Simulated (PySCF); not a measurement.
**Vertical excitation energies**

Species: C4H12NO (charge +1).
Cartesian coordinates in Å at the GFN2-xTB level; atoms count from 1:
```
atom  x, y, z in Å
C1    -3.057   -0.239   -0.036
C2    -1.804    0.426    0.497
O3    -0.672   -0.191   -0.136
C4     0.555    0.313    0.252
N5     1.554   -0.472   -0.527
C6     2.961   -0.110   -0.277
H7    -3.123   -0.109   -1.112
H8    -3.045   -1.301    0.188
H9    -3.929    0.210    0.427
H10   -1.801    1.499    0.268
H11   -1.721    0.296    1.583
H12    0.667    1.383    0.005
H13    0.747    0.171    1.329
H14    1.317   -0.354   -1.523
H15    1.389   -1.466   -0.312
H16    3.127    0.936   -0.528
H17    3.623   -0.726   -0.881
H18    3.202   -0.260    0.774
```

Theory: TDDFT CAM-B3LYP/def2-SVPD, vertical, gas phase, core orbitals frozen in the response in PySCF 2.14.0, density-fitted response routines.

Q: What does the calculation give for the low-lying excited states?

A: 

```json
{"state": "S1", "E (eV)": "7.18", "E (hartree)": "0.2639", "f": "0.0003", "symmetry": "–", "main configurations (H = HOMO, L = LUMO)": "H→L (89%)"}
{"state": "S2", "E (eV)": "8.14", "E (hartree)": "0.2991", "f": "0.018", "symmetry": "A″", "main configurations (H = HOMO, L = LUMO)": "H→L+2 (42%), H→L+3 (40%)"}
{"state": "S3", "E (eV)": "8.39", "E (hartree)": "0.3085", "f": "0.031", "symmetry": "A′", "main configurations (H = HOMO, L = LUMO)": "H→L+1 (94%)"}
{"state": "S4", "E (eV)": "8.71", "E (hartree)": "0.3203", "f": "0.029", "symmetry": "A″", "main configurations (H = HOMO, L = LUMO)": "H→L+2 (51%), H→L+3 (28%)"}
{"state": "S5", "E (eV)": "8.97", "E (hartree)": "0.3298", "f": "0.021", "symmetry": "A′", "main configurations (H = HOMO, L = LUMO)": "H-1→L (85%)"}
{"state": "S6", "E (eV)": "9.39", "E (hartree)": "0.3449", "f": "0.0003", "symmetry": "–", "main configurations (H = HOMO, L = LUMO)": "H-2→L (66%), H→L+4 (11%)"}
{"state": "S7", "E (eV)": "9.55", "E (hartree)": "0.3509", "f": "0.0015", "symmetry": "–", "main configurations (H = HOMO, L = LUMO)": "H→L+4 (46%), H-2→L (19%), H→L+5 (13%)"}
{"state": "S8", "E (eV)": "9.61", "E (hartree)": "0.3532", "f": "0.0001", "symmetry": "–", "main configurations (H = HOMO, L = LUMO)": "H→L+6 (50%), H→L+5 (23%)"}
```

Triplets, Tamm–Dancoff:

| state | E (eV) | λ (nm) | main configurations (H = HOMO, L = LUMO) |
| --- | --- | --- | --- |
| T1 | 7.10 | 174.7 | H→L (86%) |
| T2 | 7.85 | 158.0 | H→L+3 (43%), H→L+2 (28%) |
| T3 | 8.28 | 149.7 | H→L+1 (91%) |

The lowest singlet comes at 173 nm (693 kJ/mol) in the vacuum ultraviolet; it is dark (f under 0.0005); its leading configuration is HOMO→LUMO (89%). The strongest level in the table is S3 at 8.39 eV (148 nm, f = 0.031). Löwdin shares by element: HOMO oxygen 51%, carbon 16% or more, hydrogen 14% or more (atoms not listed hold the other 19%); LUMO hydrogen 32% or more, carbon 16% or more, nitrogen 15% (atoms not listed hold the other 37%). Of the 8 states listed, 4 reach f = 0.01 and 3 stay under 0.0005. The oscillator strengths of these states sum to 0.102; summed over the whole spectrum of an exact calculation they would give the number of electrons, 50 (Thomas–Reiche–Kuhn). Orbital energies (eV): HOMO-3 -15.79, HOMO-2 -15.31, HOMO-1 -15.18, HOMO -13.79, LUMO -3.65, LUMO+1 -2.42, LUMO+2 -2.37. Symmetry labels in Cs follow from the direction of the transition dipole and are given only for states with f of 0.002 or more. Singlets were solved by full linear response, triplets in the Tamm–Dancoff approximation.

One conformer stands for the species.
